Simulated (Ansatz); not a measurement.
A search over several starts for the lowest SCF solution of CH7NSi⁺, that is SiH3(NHMe) with one electron fewer at the given spin, in a small basis.

```yaml
crystal:
  periodic: [false, false, false]
  atoms:
    - {symbol: Si, position_ang: [0.553364, 0.956583, 0.863493]}
    - {symbol: H, position_ang: [0.531895, 0.933395, 2.349252]}
    - {symbol: H, position_ang: [1.967125, 1.020182, 0.389574]}
    - {symbol: H, position_ang: [-0.102048, 2.205841, 0.376528]}
    - {symbol: N, position_ang: [-0.253509, -0.453915, 0.335936]}
    - {symbol: C, position_ang: [-0.477824, -0.824493, -1.041133]}
    - {symbol: H, position_ang: [-0.623461, -1.095968, 1.014667]}
    - {symbol: H, position_ang: [-1.543687, -0.882952, -1.290395]}
    - {symbol: H, position_ang: [-0.036975, -0.073848, -1.702371]}
    - {symbol: H, position_ang: [-0.014879, -1.784826, -1.295551]}
basis:
  gaussian: {orbitals: def2-SVP}
total_charge: 1
magnetization: {spin_polarized: true, initial_magnetization: 1}
hamiltonian: {xc: pbe0, dispersion: d4}
output: {orbitals: {seedname: orbitals}}
```

```sh
$ ansatz run in.yaml --threads 4 --pin off --events-out ev --progress --plain --max-ram 3916MiB
```

Output, abridged:

```
Functional definition: PBE0
815 factors; integrals over basis functions are off by at most 1.4e-3 eV
mean field evaluation 1: about -10484.4428 eV, gradient 5.3e1 eV
mean field evaluation 2: about -10454.7578 eV, gradient 8.8e1 eV
mean field evaluation 4: about -10498.6383 eV, gradient 8.7e0 eV
mean field evaluation 8: about -10499.1301 eV, gradient 3.9e-1 eV
mean field evaluation 16: about -10499.1313 eV, gradient 1.3e-4 eV
mean field -10499.13126914 eV, -385.8359575741 hartree, gradient 3.7e-5 eV, S^2 0.756781; 0 other end points of the search recorded, 0 dependent functions left out
reference -10499.13129298 eV, -385.8359584504 hartree; 17, 16 occupied and 64, 65 virtual orbitals, 815 factors
Total energy: -10499.23543643 eV, -385.8397856513 hartree
```

Hardware: 4 threads of Arm Neoverse V2 on a shared host. Wall time 0.96 s.
